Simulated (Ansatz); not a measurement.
# AlHCl (sextet): wave-function methods side by side, cc-pVDZ

Aim: climb from Hartree-Fock through coupled cluster for AlHCl (sextet) at one geometry and basis, and see what each rung misses.

Method: cc-pVDZ, core rule «outside noble gas», up to 10 orbitals frozen; program: Ansatz 0.2.0, Gaussian basis.

To be run: UHF; CCSD(T) on ROHF; CCSD(T) on UHF; BCCD(T) on ROHF; CISD; CCSDT(Q) on ROHF; CCSDT(Q) on UHF; CCSDTQ on ROHF; CCSDTQ on UHF.

17 further runs of the same task are left out: 11 for a known fault of the program, 1 that didn't finish, 5 set aside as unsound or not needed.

### Step 1. What is computed

The geometry is a PBE0/def2-TZVP stationary point (not a proven minimum) of the parent state, kept for this charge and spin.

3 atoms, charge 0, spin multiplicity 6.

Atoms are counted from 1 here; the program's logs count them from 0.

Bond lengths: Al1–Cl2 2.197 Å, Al1–H3 1.817 Å. Angles: Cl2–Al1–H3 63.0°.

### Step 2. UHF

Input file in.yaml:

```yaml
crystal:
  periodic: [false, false, false]
  atoms:
    - {symbol: Al, position_ang: [0.000000, -0.050236, 1.239922]}
    - {symbol: Cl, position_ang: [0.000000, -0.006816, -0.956330]}
    - {symbol: H, position_ang: [0.000000, 1.584516, 0.446218]}
basis:
  gaussian: {orbitals: cc-pVDZ}
magnetization: {spin_polarized: true, initial_magnetization: 5}
hamiltonian: {xc: hf}
output: {orbitals: {seedname: orbitals}}
```

Run with:

```sh
ansatz run in.yaml --threads 1 --pin off --events-out ev --progress --plain --max-ram 4096MiB --backend cpu
```

After this run come: CCSD(T) on ROHF; CCSD(T) on UHF; BCCD(T) on ROHF; CISD; CCSDT(Q) on ROHF; CCSDT(Q) on UHF; CCSDTQ on ROHF; CCSDTQ on UHF.

Before running them: what should the planned runs give, taken together? Wanted: UCCSDTQ below the RHF energy; RMP2 from UCCSDTQ; UMP2 from UCCSDTQ; RCCSD from UCCSDTQ; RCCSD(T) from UCCSDTQ; UCCSD(T) from UCCSDTQ; RCCSDT(Q) from UCCSDTQ; UCCSDT(Q) from UCCSDTQ; T1 diagnostic.

The runs gave:

```
                         quantity                                                                       value
     UCCSDTQ below the RHF energy                                                                  -4.5903 eV
                RMP2 from UCCSDTQ                                                                +71.9 kJ/mol
                UMP2 from UCCSDTQ                                                                +73.1 kJ/mol
               RCCSD from UCCSDTQ                                                                +10.4 kJ/mol
            RCCSD(T) from UCCSDTQ                                                                 +2.4 kJ/mol
            UCCSD(T) from UCCSDTQ                                                                 +2.3 kJ/mol
           RCCSDT(Q) from UCCSDTQ                                                                 +0.1 kJ/mol
           UCCSDT(Q) from UCCSDTQ                                                                 +0.1 kJ/mol
levels within 1 kcal/mol (43 meV)  RCCSD(T), UCCSD(T), BCCD(T), RCCSDT, UCCSDT, RCCSDT(Q), UCCSDT(Q), RCCSDTQ
                    T1 diagnostic                                                                       0.022
```

**Reading.** RCCSD(T) lands +2.4 kJ/mol from the yardstick (0.6 % of the correlation energy). These misses are within one basis, not against nature; the frozen cores of restricted and unrestricted runs differ, which can shift their rows.
